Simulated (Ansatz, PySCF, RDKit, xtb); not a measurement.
# C2H2O+: from the formula to a structure

Only the formula C2H2O+ is given (charge +1, odd number of electrons). Aim: find the structure of lowest free energy at 298.15 K, then its properties.

Plan: many cheap relaxations first (GFN2-xTB), then density-functional screening, relaxation at PBE0-D4/def2-TZVP, vibrations and a final energy. The numbers are computed, not measured.

7 further runs of the same task are left out: 7 set aside as unsound or not needed.

### 1 Candidates

A program enumerates the bonding patterns with one Lewis structure each (two rings at most, one unusual centre or charged pair), with their diastereomers. O–O, O–halogen and N–halogen bonds and N–N–N chains are not drawn. That gives 7 candidates.

```
label        SMILES     spin
 c113   [C]#C[OH2+]  doublet
 c255    [CH+]=[C]O  doublet
 c349    [CH+]=C[O]  doublet
 c581   [CH2+][C]=O  doublet
 c641   [C]1=[O+]C1  doublet
 c654  [CH]1[CH+]O1  doublet
 c775  [C]1=C[OH+]1  doublet
```

Candidates are built by distance geometry, with a force field where one applies, in up to four conformers (letters a to d). 6 starts with atoms placed at random are added, to find patterns that the rules miss.

**Question.** With final energies at CCSD(T)/def2-TZVP, which structure will this search put lowest in free energy, and by what margin?

| quantity | value |
| --- | --- |
| lowest structure found | [CH2+][C]=O, doublet, C2v |
| next finalist | [CH+]=[C]O, doublet, 44.8 kcal/mol higher in G |
| share at equilibrium, among the finalists | 100.0 % |
| harmonic wavenumbers, lowest and highest (PBE0-D4/def2-TZVP) | 415 and 3239 cm⁻¹ |
| rotational constants, same geometry | 9.147, 0.3376, 0.3256 cm⁻¹ |
| HOMO energy (highest over α and β) (PBE0/def2-TZVPD) | -16.42 eV |
| LUMO energy (lowest over α and β) (PBE0/def2-TZVPD) | -11.88 eV |
| lowest excitation (TD-PBE0/def2-SVPD) | 5.22 eV (f = 0.000) |
| vertical ionisation energy (to the singlet ion of charge +2) | 19.38 eV |
| vertical recombination energy (electron added) | 9.35 eV |
| vertical quartet less doublet | +7.57 eV |

The search ends on `[CH2+][C]=O`. Among the finalists first place is clear (44.8 kcal/mol); structures outside the list aren't covered. GFN2-xTB, HF/STO-3G, r2SCAN-D4/def2-SVP, PBE0-D4/def2-TZVP, HF/def2-TZVP and MP2/def2-TZVP already put its bonding pattern lowest among the structures in one piece. The stability test raises a flag; for an open shell a flag towards a general spinor solution can be the free rotation of the spin. Lowest found is not proven lowest: the search is finite, and each finalist counts with one conformer.
